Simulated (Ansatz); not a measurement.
C3H6F2 can be A, `CC(C)(F)F`, or B, `FCCCF`.

Calculated with Ansatz (gas phase, PBE0-D4/def2-TZVP geometries, no zero-point term in ΔE). CCSD(T)/CBS is the MP2 limit (def2-TZVPP, def2-QZVPP) plus CCSD(T) − MP2 in def2-TZVPP, frozen cores. Functionals use def2-TZVPP. B3LYP here is the variant with VWN-RPA as its local correlation; programs differ in this. One conformer a species, not always the lowest.

Question: Which isomer does CCSD(T)/CBS put lower? Give the gap. (Estimate.)

Answer: The calculation gave: A, by 68.6 kJ/mol.

Question: Give E(B) − E(A) in kJ/mol with MP2/def2-TZVPP, r2SCAN-D4, LDA (SPW92), CCSD(T)/def2-TZVPP, ωB97M-V, CCSD(T)/def2-SVP, B3LYP. (Estimate.)

Answer: Computed: MP2/def2-TZVPP 70.4, r2SCAN-D4 76.2, LDA (SPW92) 78.5, CCSD(T)/def2-TZVPP 68.6, ωB97M-V 71.5, CCSD(T)/def2-SVP 74.8, B3LYP 64.2. None reverses the order clearly.

Question: Does the order hold for the free energy at 298.15 K (harmonic terms from PBE0-D4)? (An estimate is asked.)

Answer: The calculation gave: Yes: G(B) − G(A) = +72.0 kJ/mol, for one conformer each.

Largest T1 diagnostic: 0.011.

From BLYP to BHLYP (50 % exact exchange), in def2-TZVPP and without D4, E(B) − E(A) moves by +4.2 kJ/mol. In def2-TZVPP, CCSD(T) changes the Hartree–Fock value by +3.8 kJ/mol (the triples alone add +1.4 kJ/mol) and MP2 by +5.6 kJ/mol.
